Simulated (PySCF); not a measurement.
**hydrogen chloride and carbon monoxide**

A complex built from hydrogen chloride and carbon monoxide; neutral, singlet.

Parts: 1 = hydrogen chloride (Cl), atoms 1–2; 2 = carbon monoxide ([C-]#[O+]), atoms 3–4.

```tsv
atom	part	x (Å)	y (Å)	z (Å)
Cl1	1	0.0399	0.5271	-0.7437
H2	1	0.1114	-0.2214	0.3035
C3	2	0.2779	-2.2067	3.0366
O4	2	0.2414	-1.5427	2.1237
```

In these coordinates H2···O4 is 2.253 Å. Part 2 is then moved rigidly along that line, all else held; at short range other atoms may come into contact.

The starting structure comes from a short search with a few starts; no frequency run checks that it is a minimum, and another way of binding may lie lower.

Level of theory: CCSD(T)/aug-cc-pVDZ and MP2/aug-cc-pVTZ counterpoise interaction energy, frozen core, gas phase, in PySCF 2.14.0. The geometry comes from PBE0-D3(BJ)/def2-SVPD.

Counterpoise energies in eV, cluster less the parts frozen as they stand in it; small is aug-cc-pVDZ, large aug-cc-pVTZ. Estimated limit: HF in aug-cc-pVTZ, MP2 correlation extrapolated as X⁻³ from aug-cc-pVDZ and aug-cc-pVTZ, and CCSD(T) less MP2 in aug-cc-pVDZ; it isn't the exact limit.

| H2···O4 (Å) | HF large | MP2 large | SCS-MP2 large | CCSD(T) small | CCSD(T) limit est. |
| --- | --- | --- | --- | --- | --- |
| 2.028 | 0.021 | -0.014 | 0.004 | -0.002 | -0.018 |
| 2.140 | -0.004 | -0.030 | -0.016 | -0.023 | -0.034 |
| 2.253 | -0.019 | -0.037 | -0.026 | -0.034 | -0.042 |
| 2.478 | ? | ? | ? | ? | ? |
| 2.816 | -0.030 | -0.029 | -0.026 | -0.032 | -0.034 |
| 3.380 | ? | ? | ? | ? | ? |
| 4.506 | -0.009 | -0.004 | -0.004 | -0.006 | -0.006 |

Task: Fill in the withheld rows.

Result: 
| H2···O4 (Å) | HF large | MP2 large | SCS-MP2 large | CCSD(T) small | CCSD(T) limit est. |
| --- | --- | --- | --- | --- | --- |
| 2.478 | -0.031 | -0.038 | -0.031 | -0.039 | -0.043 |
| 3.380 | -0.021 | -0.015 | -0.014 | -0.018 | -0.018 |

The 7 runs took 88 s in all, one thread each of Intel Xeon 6975P-C on a shared host, launched as `OMP_NUM_THREADS=1 python cluster_run.py task.json out`.
